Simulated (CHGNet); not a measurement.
**CaB6-type CaB₆**

The numbers are results of the machine-learned potential CHGNet 0.3.0 (trained on PBE and PBE+U data), not measurements.

Cell (relaxed at this level):

CaB6 has the cubic space group Pm-3m (No. 221), Pearson symbol cP7. Conventional cell: a = b = c = 4.135 Å, α = β = γ = 90.00°. Ca on 1a is coordinated by 24 B at 3.039 Å. B on 6f is surrounded by 1 B at 1.660 Å and 4 B at 1.750 Å and 4 Ca at 3.039 Å. (Neighbours: up to the widest gap in distance over summed covalent radii, below 1.35, at either atom; cation-cation and far metal-metal contacts left out.)

```yaml
equilibrium_lattice_constant_a: 4.135 Å
volume_per_atom: 10.10 Å³/atom
```

Measured, for comparison: lattice constant a 4.151 Å, equilibrium volume per atom 10.22 Å³/atom (temperature not stated, no zero-point or thermal correction; as tabulated in Singh (2010), arXiv:1009.1807). Computed (rounded) less measured: lattice constant a -0.4 %, equilibrium volume per atom -1.2 %. A static lattice is as a rule a little smaller and stiffer than an uncorrected measurement, which narrows the difference in the lattice constant a, equilibrium volume per atom and would widen misses of the other sign.

A machine-learned potential is trained on density-functional data: it inherits that level's misses and adds fitting errors of its own.
